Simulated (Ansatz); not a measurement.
Energy needed to pull apart BSi2H5 (SMILES [SiH2]=B[SiH3]), singlet, into free ground-state atoms, from the structure below (at a frame of a short PBE0-D4/def2-SVP trajectory); no zero-point or spin–orbit terms; open-shell atoms are treated unrestricted, in their ground-state multiplicity.

| atom | x (Å) | y (Å) | z (Å) |
| --- | --- | --- | --- |
| Si1 | -0.8856 | 1.3958 | -1.3925 |
| B2 | -0.0195 | 0.1875 | -0.1795 |
| Si3 | 0.6381 | -1.1677 | 1.0129 |
| H4 | -2.1878 | 1.3636 | -0.5828 |
| H5 | -0.2063 | 2.7387 | -1.6512 |
| H6 | 0.6740 | -2.6965 | 0.6030 |
| H7 | -0.0567 | -0.8720 | 2.3218 |
| H8 | 1.9483 | -0.4389 | 0.7637 |

Computed with Ansatz 0.2.0 (basis: def2-TZVPP); correlated methods freeze the cores.

```json
{"method": "PBE-D4", "atomization energy (kJ/mol)": "2165"}
{"method": "r2SCAN-D4", "atomization energy (kJ/mol)": "2171"}
{"method": "PBE0-D4", "atomization energy (kJ/mol)": "?"}
{"method": "wB97M-V", "atomization energy (kJ/mol)": "2140"}
{"method": "HF", "atomization energy (kJ/mol)": "1563"}
{"method": "MP2", "atomization energy (kJ/mol)": "2061"}
{"method": "CCSD", "atomization energy (kJ/mol)": "?"}
{"method": "CCSD(T)", "atomization energy (kJ/mol)": "2092"}
```

(1) What does CCSD give? (Judge from chemistry; the value comes from the calculation.)

(2) What does PBE0-D4 give? (To be estimated.)

The T1 diagnostic stays at or below 0.023. The restricted Hartree–Fock reference is unstable towards an unrestricted one here. A large double-excitation amplitude points to some diradical character; no triplet was computed.

Results:

(1) Computed: 2056 kJ/mol, which is about 36 kJ/mol less than CCSD(T)/def2-TZVPP.

(2) The calculation gives: 2136 kJ/mol, which is about 44 kJ/mol more than CCSD(T)/def2-TZVPP.

In triple zeta the MP2 and coupled-cluster atomization energies are still short of their basis limit by a few kcal/mol a bond, whereas those of the functionals are nearly converged, so these differences are not deviations from converged CCSD(T).

For scale, one of the runs: CCSD(T)/def2-TZVPP forces, 185 basis functions, launched by `ansatz run in.yaml --threads 2 --pin off --events-out ev --progress --plain --max-ram 3481MiB`. Hardware: 2 CPU threads of an Intel Xeon Platinum 8488C, shared host. Wall time 3.1 min; peak host memory 1.8 GiB.
